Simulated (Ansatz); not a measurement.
Write a Python script for the Python package of Ansatz (0.2.0) that makes vertical and adiabatic energies of changing the electron count of CH5AlS, SMILES C[S][AlH2]. Level of theory (for the species named): PBE0, def2-SVP basis, multiplicity 1, D4 dispersion.

```yaml
atoms:
  - { symbol: C, position_ang: [-0.7447, 0.9566, -0.4271] }
  - { symbol: S, position_ang: [-0.5306, 0.3975, 1.2561] }
  - { symbol: Al, position_ang: [0.9013, -1.2355, 0.6403] }
  - { symbol: H, position_ang: [-1.1455, 0.2043, -1.0732] }
  - { symbol: H, position_ang: [0.1662, 1.3494, -0.8923] }
  - { symbol: H, position_ang: [-1.5089, 1.8645, -0.4141] }
  - { symbol: H, position_ang: [2.5244, -0.9195, 0.5809] }
  - { symbol: H, position_ang: [0.4300, -2.6745, 0.2736] }
```

`adiabatic_ch5als.py`:
```python
import ansatz as az
import numpy as np

BASIS_SET = "def2-SVP"
XC = "PBE0"
VDW = "d4"
CHARGE = 1


def main() -> None:
    geometry_ang = [
        ("C", (-0.7447, 0.9566, -0.4271)),
        ("S", (-0.5306, 0.3975, 1.2561)),
        ("Al", (0.9013, -1.2355, 0.6403)),
        ("H", (-1.1455, 0.2043, -1.0732)),
        ("H", (0.1662, 1.3494, -0.8923)),
        ("H", (-1.5089, 1.8645, -0.4141)),
        ("H", (2.5244, -0.9195, 0.5809)),
        ("H", (0.43, -2.6745, 0.2736)),
    ]
    system = az.Crystal.molecule()
    for symbol, xyz in geometry_ang:
        system = system.atom(symbol, xyz)

    setup = (
        system.calculation()
        .basis(gaussian=BASIS_SET)
        .functional(XC, dispersion=VDW)
    )
    symbols = [site.symbol for site in system.cartesian_sites]
    start = np.array([site.position_ang for site in system.cartesian_sites], dtype=float)
    r = setup.relax(force_tolerance=0.01).run(threads=1).report
    end = np.array(r["positions_ang"])

    minimum = az.Crystal.molecule()
    for symbol, place in zip(symbols, end):
        minimum = minimum.atom(symbol, place.tolist())
    ion = minimum.calculation()
    ion = ion.basis(gaussian=BASIS_SET)
    ion = ion.functional(XC, dispersion=VDW).charge(CHARGE)
    ion = ion.spin("collinear", total=1)
    vertical = ion.run(threads=1).report
    settled = ion.relax(force_tolerance=0.01, max_steps=80).run(threads=1).report
    print(f"vertical ionisation energy   {vertical['free_energy_ev'] - r['free_energy_ev']:.3f} eV")
    print(f"adiabatic, no zero point     {settled['free_energy_ev'] - r['free_energy_ev']:.3f} eV")
    print(f"relaxation energy of the ion {vertical['free_energy_ev'] - settled['free_energy_ev']:.3f} eV")
    ionised = np.array(settled["positions_ang"])
    print("final positions (A) and the move of each atom")
    for symbol, xyz, old in zip(symbols, ionised, end):
        print(f"{symbol:2s} {xyz[0]:10.5f} {xyz[1]:10.5f} {xyz[2]:10.5f}   {np.linalg.norm(xyz - old):7.4f}")


if __name__ == "__main__":
    main()
```

```console
$ python adiabatic_ch5als.py
vertical ionisation energy   9.424 eV
adiabatic, no zero point     9.023 eV
relaxation energy of the ion 0.401 eV
final positions (A) and the move of each atom
C    -0.72900    1.08302   -0.51995    0.0251
S    -1.06838   -0.38685    0.42570    0.0726
Al    1.06414   -1.50359    0.69060    0.2271
H    -1.37636    1.04351   -1.41640    0.0613
H     0.32639    1.20775   -0.79307    0.0631
H    -1.09623    1.93956    0.07639    0.0613
H     2.14428   -0.63322   -0.03692    0.0445
H     0.82737   -2.80738    1.51784    0.1322
```

The energies are electronic: no zero-point or thermal terms, and the basis set is short of its limit. The product may relax into another structure. The relaxation finds the nearest minimum, so the adiabatic value is an upper bound. Hardware and time: 3 min on 1 thread of Arm Neoverse N1 (shared host), peak memory 0.26 GiB.
